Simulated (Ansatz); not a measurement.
A made-up structure of C2HSi, doublet:

```xyz
4
angstrom
C -0.1960 -0.8742 0.5882
Si 1.4090 0.0348 0.5544
C -0.2994 0.1366 -0.2281
H -0.0414 -1.8731 0.9075
```

It is relaxed with PBE-D4/def2-SVP and then PBE0-D4/def2-TZVP (Ansatz 0.2.0). Atoms count as bonded within 1.22 times the sum of their covalent radii (H–H: 0.88 Å). The end point is not checked to be a true minimum.

Task: Does its bonding change? (Judge from chemistry; the calculation decides.)

Result: Computed: No: no bond forms or breaks.

Where it ends: The first stage lowers the energy by 0.53 eV in 6 steps. It ends as C₂HSi ([C]1[CH][Si]1):
```
4
angstrom
C 0.0110 -0.9746 0.5457
Si 1.4465 0.2411 0.4937
C -0.2786 0.0931 -0.1434
H -0.3067 -1.9356 0.9260
```

Labels in which every atom is bracketed show which atoms are joined, not bond orders.

For scale, one of the runs: PBE0-D4/def2-TZVP relaxation, 105 basis functions, launched by `ansatz run in.yaml --threads 2 --pin off --events-out ev --progress --plain --max-ram 4352MiB`. The run took about 14 s on 2 CPU threads of an Arm Neoverse V1 (shared host).
